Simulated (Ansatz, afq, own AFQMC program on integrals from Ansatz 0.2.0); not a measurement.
Atomization energy of BH, triplet, worked out

```xyz
2

B     0.0000    0.0000    0.0000
H     0.0000    0.0000    1.1940
```

Basis cc-pVTZ. Noble-gas cores (and the filled d shells of Ga–Kr and In–Xe) are frozen. AFQMC by an in-house program on the Cholesky factors that Ansatz 0.2.0 writes for its CCSD(T) run. The CISD trial takes its coefficients from CCSD amplitudes. Released means that phaseless walkers are propagated on without the constraint, phases kept. Uncertainties: one standard error, sampling alone.

Total energies in eV. CBS is CCSD(T) at the limit of def2-TZVPP/QZVPP (extrapolated itself); the highest rung of each member is named.

Cautions: BH (triplet): lower spins were not checked.

```tsv
member	count	CCSD(T)/cc-pVTZ	highest rung in cc-pVTZ	which	CCSD(T)/CBS
B (doublet)	+1	-669.3484	-669.3598	FCI	-669.4648
H (doublet)	+1	-13.6005	-13.6005	FCI	-13.6059
BH, triplet	-1	-685.2443	-685.2561	FCI	-685.4212
```

Task: Work out the best estimate of the atomization energy: the CCSD(T)/CBS difference plus the step from CCSD(T) to the highest rung.

Result: Sums with the counts: CCSD(T)/CBS 2.3505 eV, highest rung 2.2958 eV, CCSD(T)/cc-pVTZ 2.2954 eV. The step is 2.2958 − 2.2954 = 0.0004 eV, so the best estimate is 2.3505 + (0.0004) = 2.3509 eV = 54.2 kcal/mol. The basis set is worth 0.055 eV of it. Zero-point, core-correlation and spin–orbit terms aren't in it.

Best estimates are given only where the step beyond CCSD(T) is under 0.3 eV and no member's determinant is very poor (T1 over 0.05, or 0.07 for open shells, ⟨S²⟩ too high by 0.3, two states mixed), so the hardest cases are missing from such tables.

Each member of a difference takes its own highest rung, so a best estimate needn't equal the limit plus the step of one row.
